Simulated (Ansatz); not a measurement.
Geometry optimisation, RKS PBE/def2-SVP in Ansatz.

Input:

```yaml
crystal:
  periodic: [false, false, false]
  atoms:
    - { symbol: B, position_ang: [0.0, 0.0, 0.0] }
    - { symbol: O, position_ang: [0.0, 0.0, 1.41] }
    - { symbol: H, position_ang: [-0.9095, -0.2814, 1.7471] }
    - { symbol: H, position_ang: [1.0305, 0.0, -0.595] }
    - { symbol: C, position_ang: [-1.3856, 0.0, -0.8] }
    - { symbol: H, position_ang: [-1.9458, -0.9305, -0.5708] }
    - { symbol: H, position_ang: [-1.9898, 0.8797, -0.4946] }
    - { symbol: H, position_ang: [-1.1839, 0.0508, -1.8903] }
basis:
  gaussian: { orbitals: def2-SVP }
hamiltonian:
  xc: pbe
relax:
  f_tol: 0.02
  max_steps: 40
output:
  orbitals: {}
```

Command:

```bash
$ ansatz run input.yaml --threads 1 --pin off --max-ram 2048MiB --backend cpu --events-out ev --progress --plain --runs-dir out
```

Problem. Where does it end, and by what steps?

Solution. It converged. After 16 steps the energy has fallen by 0.219 eV; H3 moved furthest, 0.72 Å.

```json
{"step": "0", "energy less start (eV)": "0.0000", "largest force component (eV/Å)": "1.493", "accepted": "yes"}
{"step": "1", "energy less start (eV)": "-0.0049", "largest force component (eV/Å)": "2.769", "accepted": "yes"}
{"step": "2", "energy less start (eV)": "-0.1522", "largest force component (eV/Å)": "0.574", "accepted": "yes"}
{"step": "3", "energy less start (eV)": "-0.1663", "largest force component (eV/Å)": "0.417", "accepted": "yes"}
{"step": "4", "energy less start (eV)": "-0.1748", "largest force component (eV/Å)": "0.141", "accepted": "yes"}
{"step": "5", "energy less start (eV)": "-0.1758", "largest force component (eV/Å)": "0.047", "accepted": "yes"}
{"step": "6", "energy less start (eV)": "-0.1813", "largest force component (eV/Å)": "0.049", "accepted": "yes"}
{"step": "7", "energy less start (eV)": "-0.1843", "largest force component (eV/Å)": "0.085", "accepted": "yes"}
{"step": "8", "energy less start (eV)": "-0.1820", "largest force component (eV/Å)": "0.548", "accepted": "no"}
{"step": "9", "energy less start (eV)": "-0.1894", "largest force component (eV/Å)": "0.076", "accepted": "yes"}
{"step": "10", "energy less start (eV)": "-0.1953", "largest force component (eV/Å)": "0.255", "accepted": "yes"}
{"step": "11", "energy less start (eV)": "-0.1919", "largest force component (eV/Å)": "0.471", "accepted": "no"}
{"step": "12", "energy less start (eV)": "-0.2029", "largest force component (eV/Å)": "0.142", "accepted": "yes"}
{"step": "13", "energy less start (eV)": "-0.2093", "largest force component (eV/Å)": "0.076", "accepted": "yes"}
{"step": "14", "energy less start (eV)": "-0.2146", "largest force component (eV/Å)": "0.099", "accepted": "yes"}
{"step": "15", "energy less start (eV)": "-0.2160", "largest force component (eV/Å)": "0.205", "accepted": "yes"}
{"step": "16", "energy less start (eV)": "-0.2186", "largest force component (eV/Å)": "0.019", "accepted": "yes"}
```

```xyz
8
Properties=species:S:1:pos:R:3
B -0.058 -0.166 0.037
O 0.064 0.126 1.362
H -0.778 0.430 1.751
H 0.977 -0.548 -0.488
C -1.400 -0.044 -0.781
H -1.664 -1.032 -1.217
H -2.275 0.325 -0.205
H -1.250 0.627 -1.654
```

The run took 26 s on 1 thread of Arm Neoverse V2, with other jobs on the host, peak memory 0.12 GiB.
